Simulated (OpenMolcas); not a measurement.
## A ladder of methods for Li2 (lithium dimer)

The species is Li2 (2 atoms), meant as a singlet with charge 0. As SMILES, `[Li][Li]`. The bond length is the measured one.

```xyz
2

Li    0.0000    0.0000    0.0000
Li    0.0000    0.0000    2.6729
```

Each level gives the energy change with the Li1–Li2 bond stretched from 2.673 to 4.009 Å (eV). The values are calculated.

```json
{"level": "SVWN5/3-21G (restricted)", "kind": "LDA", "program": "OpenMolcas", "value (eV)": "0.50", "less FCI/3-21G": "+0.02", "CPU time (all runs)": "4.8 s"}
{"level": "PBE/3-21G (restricted)", "kind": "GGA", "program": "OpenMolcas", "value (eV)": "0.50", "less FCI/3-21G": "+0.02", "CPU time (all runs)": "5.2 s"}
{"level": "r2SCAN/3-21G (restricted)", "kind": "meta-GGA", "program": "OpenMolcas", "value (eV)": "0.49", "less FCI/3-21G": "+0.01", "CPU time (all runs)": "5.7 s"}
{"level": "B3LYP/3-21G (restricted)", "kind": "global hybrid", "program": "OpenMolcas", "value (eV)": "0.55", "less FCI/3-21G": "+0.07", "CPU time (all runs)": "5.2 s"}
{"level": "B2PLYP/3-21G (restricted)", "kind": "double hybrid", "program": "OpenMolcas", "value (eV)": "0.53", "less FCI/3-21G": "+0.05", "CPU time (all runs)": "5 s"}
{"level": "MP2/3-21G (restricted)", "kind": "perturbation theory", "program": "OpenMolcas", "value (eV)": "0.50", "less FCI/3-21G": "+0.02", "CPU time (all runs)": "3.2 s"}
{"level": "MRCI(2,8)/3-21G", "kind": "multireference", "program": "OpenMolcas", "value (eV)": "0.48", "less FCI/3-21G": "0.00", "CPU time (all runs)": "11 s"}
{"level": "CCSD(T)/3-21G (restricted)", "kind": "coupled cluster or CI", "program": "OpenMolcas", "value (eV)": "0.48", "less FCI/3-21G": "0.00", "CPU time (all runs)": "4.3 s"}
{"level": "FCI/3-21G", "kind": "exact in the basis", "program": "OpenMolcas", "value (eV)": "0.48", "less FCI/3-21G": "0.00", "CPU time (all runs)": "23 s"}
```

FCI/3-21G is exact within its basis and frozen core, so for wave-function methods in that basis the difference is their error; functionals converge differently with the basis, so for them it is only a difference. The first shape isn't each level's own minimum. The values span 0.48 to 0.55 eV. All rows use very small basis sets, so even the best lies far from the true value. Times are those of the runs behind each value, whatever else they computed, on shared processors of several kinds: orders of magnitude only.
